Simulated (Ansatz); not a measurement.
**B2 (singlet): PBE, r2SCAN over a scan of the distance B1–B2, cc-pVDZ**

How well do these functionals follow the top wave-function level for B2 (singlet) over a scan of the distance B1–B2?

Computed with Ansatz 0.2.0, Gaussian basis. Level: cc-pVDZ, all electrons in the functionals.

Plan: PBE, r2SCAN, at 1.315 Å; 1.507 Å; 1.641 Å; 1.792 Å; 1.981 Å; 2.265 Å; 2.684 Å; 3.031 Å; 3.555 Å; 4.336 Å; 5.481 Å.

29 further runs of the same task are left out: 6 for a known fault of the program, 19 that didn't finish, 4 set aside as unsound or not needed.

**1. The geometry**

The geometry derives from a PBE0/def2-TZVP stationary point (not a proven minimum). One bond is set to the value named and the two fragments are kept rigid.

2 atoms, charge 0, spin multiplicity 1.

Atoms are counted from 1 here; the program's logs count them from 0.

Bond lengths: B1–B2 1.641 Å.

No dispersion term is added.

The geometry shown and the zero of energy belong to the point 1.641 Å. The yardstick, FCI, and other wave-function levels (R restricted, U unrestricted, valence and pair active spaces) come from earlier runs.

**2. PBE, 1.315 Å**

Contents of in.yaml:

```yaml
crystal:
  periodic: [false, false, false]
  atoms:
    - {symbol: B, position_ang: [0.000000, 0.000000, 0.000000]}
    - {symbol: B, position_ang: [0.000000, 0.000000, 1.315000]}
basis:
  gaussian: {orbitals: cc-pVDZ}
magnetization: {spin_polarized: true, initial_magnetization: 0}
hamiltonian: {xc: {name: PBE}}
output: {orbitals: {seedname: orbitals}}
```

The run is started by

```sh
$ ansatz run in.yaml --threads 1 --pin off --events-out ev --progress --plain --max-ram 2393MiB
```

After this run come: PBE, 1.507 Å; PBE, 1.641 Å; PBE, 1.792 Å; PBE, 1.981 Å; PBE, 2.265 Å; PBE, 2.684 Å; PBE, 3.031 Å; PBE, 3.555 Å; PBE, 4.336 Å; PBE, 5.481 Å; r2SCAN, 1.315 Å; r2SCAN, 1.507 Å; r2SCAN, 1.641 Å; r2SCAN, 1.792 Å; r2SCAN, 1.981 Å; r2SCAN, 2.265 Å; r2SCAN, 2.684 Å; r2SCAN, 3.031 Å; r2SCAN, 3.555 Å; r2SCAN, 4.336 Å; r2SCAN, 5.481 Å.

Before running them: what should the planned runs give, taken together? Wanted: span of the FCI curve; largest miss, PBE; largest miss, r2SCAN; largest miss, RCCSD(T); largest miss, UCCSD(T).

**Answer**, as computed:

```
              quantity                value
 span of the FCI curve             1.994 eV
     largest miss, PBE  +1.181 eV (5.481 Å)
  largest miss, r2SCAN  +1.259 eV (5.481 Å)
largest miss, RCCSD(T)  -0.276 eV (4.336 Å)
largest miss, UCCSD(T)  -0.386 eV (1.315 Å)
```

What this shows: Of the functionals, PBE keep the smallest largest miss at the points compared (at most 1.181 eV) and r2SCAN strays most (1.259 eV, at 5.481 Å). PBE, r2SCAN clearly break the spin symmetry at some points (⟨S²⟩ up to 1.86 above the pure value), so energy there is bought with a mixed spin. Functionals and the yardstick converge differently with the basis, so part of each miss in cc-pVDZ is the basis.
